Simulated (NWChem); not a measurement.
# fluoromethane (CH$_{3}$F); SMILES CF

```xyz
5

C      0.0000     0.0000    -0.6018
F      0.0000     0.0000     0.7616
H      0.7326     0.7326    -0.9796
H      0.2681    -1.0007    -0.9796
H     -1.0007     0.2681    -0.9796
```
Atoms are numbered in this order, from 1.

Results from NWChem. Geometry optimised at PBE0/def2-SVP; all other runs use it. 

```json
[
 {"quantity": "dipole in solution (D) in water", "level": "PBE0/def2-SVP, SMD", "value": "2.06"},
 {"quantity": "vertical ionisation energy, ΔSCF (eV)", "level": "PBE/def2-SVP", "value": "…"},
 {"quantity": "isotropic polarisability (bohr³), static", "level": "PBE0/def2-SVPD", "value": "16.8"},
 {"quantity": "vertical, lowest state with f > 0.02, singlet (eV)", "level": "PBE0/def2-SVPD, TDA", "value": "9.32"},
 {"quantity": "dipole (D)", "level": "PBE0/def2-SVP", "value": "…"},
 {"quantity": "highest harmonic frequency (cm⁻¹)", "level": "PBE0/def2-SVP", "value": "…"}
]
```

Q: Fill in the missing entries.

A: 
- vertical ionisation energy, ΔSCF (eV), value: 12.40
- dipole (D), value: 1.74
- highest harmonic frequency (cm⁻¹), value: 3138
